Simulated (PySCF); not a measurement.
Isomers of C5H10O. Theory: PBE0-D3(BJ)/def2-SVP geometry optimisation, gas phase in PySCF. One conformer each; no zero-point energy, no entropy. No frequencies were run at this level. Point groups hold within 0.08 Å.

Question: Order them by energy at this level, lowest first, and give relative energies in kJ/mol.
A. `[CH3:1][CH2:2][C:3](=[O:4])[CH2:5][CH3:6]` with C1–C2–C3–O4 0°, C2–C3–C5–C6 -179°
B. `[CH3:1][C:2](=[O:3])[CH:4]([CH3:5])[CH3:6]` with C1–C2–C4–C5 168°
C. `[OH:1][CH:2]1[CH2:3][CH2:4][CH2:5][CH2:6]1` with H–O1–C2–C3 -171°, O1–C2–C3–C4 77°, C2–C3–C4–C5 24°, C3–C4–C5–C6 2°, C4–C5–C6–C2 -27°

Answer: A (0.0), B (5.0), C (11.1).

As drawn, the lowest has a C=O bond, which the highest lacks; the highest has an O–H bond, which the lowest lacks. Neighbours under 10 kJ/mol apart (CCC(=O)CC and CC(=O)C(C)C; CC(=O)C(C)C and OC1CCCC1) can change places with a better method, another conformer or zero-point energy.

| SMILES | E (Eh) | E rel (kJ/mol) | dipole (D) | point group | A, B, C (MHz) |
| --- | --- | --- | --- | --- | --- |
| CCC(=O)CC | -271.27418 | 0.0 | 2.59 | C2v | 8981, 1967, 1681 |
| CC(=O)C(C)C | -271.27229 | 5.0 | 2.74 | C1 | 4727, 3007, 2140 |
| OC1CCCC1 | -271.26995 | 11.1 | 1.43 | – | 5016, 3654, 2948 |

How do the relative energies change in single points at PBE0/pcSseg-1 (no added dispersion term) on the same geometries?

| SMILES | PBE0-D3(BJ)/def2-SVP (kJ/mol) | PBE0/pcSseg-1 (kJ/mol) | shift |
| --- | --- | --- | --- |
| CCC(=O)CC | 0.0 | 0.0 | 0.0 |
| CC(=O)C(C)C | 5.0 | 5.4 | +0.4 |
| OC1CCCC1 | 11.1 | 19.9 | +8.8 |

Each column counts from its own lowest isomer. The order is unchanged; the largest shift is 8.8 kJ/mol.

As an exercise, what shares would exp(−E/RT) give at 1000 K from these electronic energies alone (no entropy, no degeneracies)?

RT = 8.314 kJ/mol: CCC(=O)CC 55.2 %, CC(=O)C(C)C 30.4 %, OC1CCCC1 14.5 %.
